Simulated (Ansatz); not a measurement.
Crystal: Ir$_{2}$O, antifluorite type, 3 atoms in the cell.

Computed with PBE, plane waves, PAW datasets (generated soft set 1) (Ansatz).

Cutoff 420 eV; k-mesh 35×35×35 Γ-centred; Fermi–Dirac smearing of 0.0612 eV; no spin polarisation; no spin–orbit coupling.

```tsv
V (Å³/atom)	a (Å)	E − E(min) (meV/atom)	P (GPa)
12.647	5.3341	37.47	16.06
13.186	5.4087	3.57	4.58
13.455	5.4453	0.00	-0.23
13.724	5.4813	4.03	-4.49
13.993	5.5169	14.82	-8.28
14.262	5.5521	31.59	-11.63
```

**Question.** Fit a third-order Birch–Murnaghan equation of state to the energies.

**Answer.** V₀ = 13.441 Å³/atom (a₀ = 5.443 Å), B₀ = 227 GPa, B₀′ = 4.92.

The published all-electron PBE values for this crystal (mean of FLEUR and WIEN2k, k-spacing 0.06 Å⁻¹; Bosoni et al., Nat. Rev. Phys. 6, 45 (2024)) are V₀ = 13.445 Å³/atom, B₀ = 227.3 GPa, B₀′ = 4.93.

The stress includes the program's correction for the finite plane-wave basis.

This cubic structure is a model: it isn't the usual form of the substance at ambient conditions, and such phases are metastable or hypothetical.
